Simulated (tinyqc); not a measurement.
Ways to converge the cycle: SCF convergence aids in the sto-3g basis, for H2O, spin multiplicity 3. Computed by the program tinyqc with PySCF. UHF with one setting changed at a time; a run stops when the energy changes by less than 1e-09 hartree and the error matrix is below 1e-5. The start is random orbitals. Damping d keeps d of the old density; a shift (hartree) raises the virtual levels; DIIS n extrapolates F over n matrices.

Geometry (angstrom):

| atom | x | y | z |
|---|---|---|---|
| O | 0.0000 | 0.0000 | 0.0000 |
| H | 0.0000 | 0.9580 | 0.7120 |
| H | 0.0000 | -0.9580 | 0.7120 |

lowest solution found by these runs and by PySCF with stability checks = -74.717700 hartree

Largest element of the error matrix X^T (FDS - SDF) X:

| iteration | plain | damping 0.3 | damping 0.6 | shift 0.4 | DIIS 3 | DIIS 8 |
|---|---|---|---|---|---|---|
| 1 | 8.1e+00 | 8.1e+00 | 8.1e+00 | 8.1e+00 | 8.1e+00 | 8.1e+00 |
| 2 | 2.3e-01 | 2.2e+00 | 4.6e+00 | 3.4e-01 | 2.3e-01 | 2.3e-01 |
| 3 | 4.1e-02 | 6.4e-01 | 2.6e+00 | 1.2e-01 | 4.1e-02 | 4.1e-02 |
| 4 | 2.2e-02 | 1.9e-01 | 1.5e+00 | 5.4e-02 | 2.2e-02 | 2.2e-02 |
| 5 | 1.9e-02 | 5.9e-02 | 9.2e-01 | 3.6e-02 | 1.7e-02 | 1.7e-02 |
| 6 | 1.5e-02 | 1.8e-02 | 5.5e-01 | 3.8e-02 | 5.6e-03 | 5.5e-03 |
| 8 | 8.0e-03 | 1.4e-02 | 2.0e-01 | 3.8e-02 | 4.8e-03 | 4.9e-03 |
| 10 | 4.6e-03 | 9.9e-03 | 7.1e-02 | 3.5e-02 | 5.1e-03 | 4.9e-03 |
| 14 | 6.5e-03 | 4.7e-03 | 1.1e-02 | 2.5e-02 | 3.3e-03 | 1.9e-03 |
| 20 | 1.3e-02 | 6.0e-03 | 6.4e-03 | 2.5e-02 | 1.3e-03 | 8.7e-04 |
| 30 | 2.9e-02 | 1.3e-02 | 4.3e-03 | 3.2e-02 | 8.2e-04 | 3.4e-04 |
| 45 | 1.9e-02 | 3.1e-02 | 8.8e-03 | 2.2e-02 | 1.1e-03 | - |
| 60 | 3.7e-03 | 2.5e-02 | 1.7e-02 | 8.6e-03 | 3.3e-04 | - |

How each run ends:

| run | iterations | E (hartree) | state |
|---|---|---|---|
| plain | >60 | -74.717087 | falls steadily but slowly, by a factor of about 0.90 a step |
| damping 0.3 | >60 | -74.701523 | wanders without falling |
| damping 0.6 | >60 | -74.641598 | wanders without falling |
| shift 0.4 | >60 | -74.715097 | falls steadily but slowly, by a factor of about 0.94 a step |
| DIIS 3 | >60 | -74.638334 | wanders without falling |
| DIIS 8 | 40 | -74.638405 | higher |

What does the comparison show, and why?

No run reaches the lowest solution found. Ending on a higher stationary point: DIIS 8; a small error matrix cannot reveal that, and an occupation fixed by the start is kept by symmetry or by the shape of the basin. Not converged: plain, damping 0.3, damping 0.6, shift 0.4, DIIS 3. DIIS 8 gains by cancelling the error over several earlier matrices, much as a quasi-Newton step does. DIIS minimises the error, not the energy, so it can stall or settle near a saddle, and its small system turns near-singular when few rotations are active.
